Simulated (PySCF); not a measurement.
CCl⁺: energy against distance

Set-up: PySCF, no relativity, basis sets C def2-TZVPPD, Cl def2-TZVPPD. Energies in eV from C⁺ + Cl in their ground configurations at the same level. State: ¹Σ⁺ (singlet), closed shell.

All columns are TPSS. A positive dipole points towards Cl; it is taken about the centre of mass and depends on that origin.

```
R (Å)  E (eV)  μ (D)  Mulliken charge on C (basis-dependent)  HOMO (eV)  LUMO (eV)  Mayer bond order  ⟨S²⟩
1.323  -5.107   1.64                                    0.49     -16.22     -12.14              2.04  0.00
1.385  -6.064   1.25                                    0.51     -16.52     -12.31              1.95  0.00
1.447  -6.611   0.85                                    0.52     -16.81     -12.49              1.90  0.00
1.493  -6.821   0.55                                    0.53     -17.01     -12.64              1.87  0.00
1.539  -6.902   0.25                                    0.54     -17.20     -12.78              1.86  0.00
1.585  -6.885  -0.05                                    0.55     -17.36     -12.93              1.86  0.00
1.647  -6.746  -0.45                                    0.57     -17.55     -13.12              1.86  0.00
1.724  -6.445  -0.93                                    0.60     -17.73     -13.35              1.86  0.00
1.816  -5.972  -1.49                                    0.64     -17.84     -13.60              1.87  0.00
1.939  -5.253  -2.18                                    0.68     -17.30     -13.89              1.87  0.00
```

A fit through these points gives, at Re = 1.552 Å, μ = 0.16 D and dμ/dR = -6.52 D/Å; the reduced mass is 8.934 u.

Task: How strong is the fundamental in the double-harmonic approximation, I = 42.26·(dμ/dR)²/μred km/mol?

Result: I = 42.26·(-6.52)²/8.934 = 201 km/mol at TPSS.

For an ion De counts to the pair picked by the measured ionisation energies or electron affinities, which need not be the lowest pair at this level.
